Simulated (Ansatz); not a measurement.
Worked example: correlation energy of Al$_{2}$H$_{2}$ (H-bridged), singlet

Geometry: a PBE0/def2-TZVP stationary point for this spin, not checked as a minimum.

```xyz
4

Al    0.0000    0.0925    1.2647
Al    0.0000   -0.0193   -1.3669
H     0.0000   -0.6882    2.6804
H     0.0000   -1.2711    0.0548
```

Basis 6-31G; Ansatz 0.2.0. Correlated methods freeze the noble-gas cores, which leaves 8 electrons in 20 orbitals. Prefix R: restricted or restricted open-shell reference.

Full CI is exact within this basis and frozen core; it isn't the basis-set limit.

Runs differ by some tens of microhartree through their thresholds, so steps under 0.03 kcal/mol mean nothing.

| level | total energy (hartree) |
| --- | --- |
| RHF | -484.864956 |
| RMP2 | -484.932474 |
| RCCSD | -484.962302 |
| RCCSD(T) | -484.964658 |
| RCCSDT | -484.965516 |
| RCCSDT(Q) | -484.965703 |
| RCCSDTQ | -484.965765 |
| full CI | -484.965773 |

**Question.** What is the correlation energy at full CI, and what share of it do RMP2 and RCCSD recover?

**Answer.** E(corr) = -484.965773 − (-484.864956) = -0.100817 hartree = -2.743 eV. RMP2: -0.067518 / -0.100817 = 66.97 %. RCCSD: -0.097346 / -0.100817 = 96.56 %.

**Question.** By how many kcal/mol does RCCSD(T) miss full CI (1 hartree = 627.509 kcal/mol), and which steps make up the rest?

**Answer.** -484.964658 − (-484.965773) = 0.001115 hartree = 0.70 kcal/mol. Steps: RCCSDT − RCCSD(T) = -0.54, RCCSDT(Q) − RCCSDT = -0.12, RCCSDTQ − RCCSDT(Q) = -0.04, full CI − RCCSDTQ = -0.01 kcal/mol. That is within 1 kcal/mol of the reference in this basis, which itself misses far more of the correlation at the basis-set limit.
